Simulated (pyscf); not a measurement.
**Four-centre exchange: H₃C–Zn–OH + hydrogen (H₂) → H₃C–ZnH + water (H₂O)**

Gas phase, singlet surface, charge 0. Bonds broken: Zn2–O3, H8–H9. Bonds formed: Zn2–H8, O3–H9. Structures and frequencies: ωB97X-D3(BJ)/def2-SVP in PySCF.

Transition state (Å):

```xyz
9

C      0.5494    -0.8891    -0.7563
Zn    -0.3335     0.2743     0.5283
O     -1.9463     1.0770     1.3019
H     -0.0636    -1.0208    -1.6628
H      1.5243    -0.4775    -1.0634
H      0.7320    -1.8888    -0.3285
H     -2.6122     0.5543     1.7677
H      0.1273     1.4085     2.0038
H     -0.8815     1.3947     1.9372
```

One imaginary mode, 1218i cm⁻¹; descent along it reached the two sides named, in the forms told below.

```csv
bond,change,reactant side (Å),saddle,product side
Zn2–O3,breaks,1.786,1.961,2.235
H8–H9,breaks,0.764,1.011,3.0
Zn2–H8,forms,3.7,1.917,1.567
O3–H9,forms,2.344,1.280,0.966
```

Electronic energies relative to the separated reactants (eV):

| level | barrier | reaction energy | reverse barrier |
|---|---|---|---|
| ωB97X-D3(BJ)/def2-TZVP | 1.06 | +0.34 | 0.72 |
| PBE/def2-TZVP | 0.94 | +0.34 | 0.60 |
| r²SCAN/def2-TZVP | 0.97 | +0.39 | 0.57 |
| B3LYP-D3(BJ)/def2-TZVP | 1.06 | +0.35 | 0.71 |
| PBE0-D3(BJ)/def2-TZVP | 0.93 | +0.28 | 0.66 |
| M06-2X/def2-TZVP | 1.01 | +0.43 | 0.57 |
| ωB97M-D3(BJ)/def2-TZVP | 1.04 | +0.27 | 0.77 |
| HF/def2-TZVP | 1.36 | +0.17 | 1.19 |

With ωB97M-D3(BJ)/def2-TZVP energies and thermal terms (ideal gas, 1 atm, RRHO with modes under 100 cm⁻¹ raised to 100, one conformer, R ln 2 for chiral ones without a mode under 150 cm⁻¹), in eV:

```json
[
 {"T (K)": "298", "ΔH‡": "1.05", "ΔG‡": "1.42", "ΔH": "+0.36", "ΔG": "+0.34"},
 {"T (K)": "600", "ΔH‡": "1.01", "ΔG‡": "1.80", "ΔH": "+0.32", "ΔG": "+0.34"},
 {"T (K)": "900", "ΔH‡": "1.01", "ΔG‡": "2.20", "ΔH": "+0.28", "ΔG": "+0.36"},
 {"T (K)": "1200", "ΔH‡": "1.02", "ΔG‡": "2.60", "ΔH": "+0.25", "ΔG": "+0.39"}
]
```

On the product side the descent ends in a complex (not fully relaxed), 0.34 eV under the separated species and 1.05 eV under the saddle at ωB97X-D3(BJ)/def2-TZVP. At the saddle there is also a short H–Zn contact that neither side keeps. One saddle was located; it need not be the lowest between these sides. Elements up to Kr have no core potential and no relativistic terms here.
